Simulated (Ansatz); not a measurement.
Relaxation of H4OSi (6 atoms, charge 0, multiplicity 1), to a largest force component of 0.03 eV/Å in at most 50 steps.

These are results of RHF/def2-TZVP in Ansatz, not measurements.

```xyz
6
Properties=species:S:1:pos:R:3:forces:R:3
Si -0.148 0.068 -0.937 -0.02 0.01 0.14
O 1.099 0.169 1.642 0.62 -0.41 -1.28
H 0.902 -0.585 2.174 0.01 0.00 -0.01
H 1.722 -0.124 0.962 -0.58 0.36 1.14
H -1.106 1.188 -0.655 -0.02 0.06 0.00
H -1.050 -0.997 -0.367 -0.01 -0.03 0.01
```

**Question.** Where does it end, and by what steps?

**Answer.** It converged. After 10 steps the energy has fallen by 0.395 eV; H3 moved furthest, 0.68 Å. Joined: Si1–O2.

```csv
step,energy less start (eV),largest force component (eV/Å),accepted
0,0.0000,1.280,yes
1,0.0305,3.196,no
2,-0.0709,0.807,yes
3,-0.1270,0.794,yes
4,-0.2048,1.673,yes
5,-0.3254,0.729,yes
6,-0.3578,0.907,yes
7,-0.3903,0.225,yes
8,-0.3905,0.182,yes
9,-0.3931,0.162,yes
10,-0.3947,0.017,yes
```

```xyz
6
Properties=species:S:1:pos:R:3
Si -0.034 0.087 -0.749
O 0.965 0.117 1.084
H 0.478 -0.181 1.837
H 1.817 -0.292 1.083
H -0.989 1.103 -0.175
H -0.818 -1.116 -0.262
```

Run time: 4.4 s on 2 threads of Arm Neoverse V1 (shared host), peak memory 0.13 GiB.
